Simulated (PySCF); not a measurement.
Gas-phase reaction: 4 SiH₄ + 3 Cl₂ → 2 H₃SiSiCl₃ + 5 H₂

Method: PySCF energies plus ideal-gas RRHO corrections (1 bar). † marks an energy on the PBE0/def2-TZVP geometry and frequencies; other levels use their own. MP2 freezes the core. 6-31G* has spherical d functions here. All species are closed-shell singlets. B3LYP is the form with VWN-RPA correlation. H₃SiSiCl₃: computed as isolated molecules; such fragments, hydroxides, amides, oligomers or adducts are transient or little studied in the gas. MP2 isn't extrapolated to the basis-set limit; its ΔH°(298 K) is -1039.2 kJ in def2-SVP and -1080.4 kJ in def2-TZVPP. The harmonic model lacks anharmonicity and excited electronic states, which grow with temperature; levels with a mode under 35 cm⁻¹ are left out. Internal rotation in H₃SiSiCl₃ is treated as a harmonic vibration of one conformer, which makes the entropy rough.

```tsv
level	ΔE electronic, kJ	ΔH°(298 K), kJ	ΔS°(298 K), J/K	ΔG°(1800 K), kJ
B3LYP/6-31G*	-923	-944	-88	-904
BLYP/def2-TZVP†	-879	-900	-82	-871
MP2/def2-TZVPP†	-1059	-1080	-82	-1051
PBE/def2-SVP	-948	-967	-82	-932
PBE0/def2-SVP†	-976	-998	-82	-968
PBE0/def2-TZVP	-968	-990	-82	-960
r2SCAN/def2-TZVP†	-1024	-1046	-82	-1016
LDA/def2-TZVP†	-981	-1003	-82	-974
```
ΔH° is lowest at MP2/def2-TZVPP† and highest at BLYP/def2-TZVP†. No reference value is set beside these.
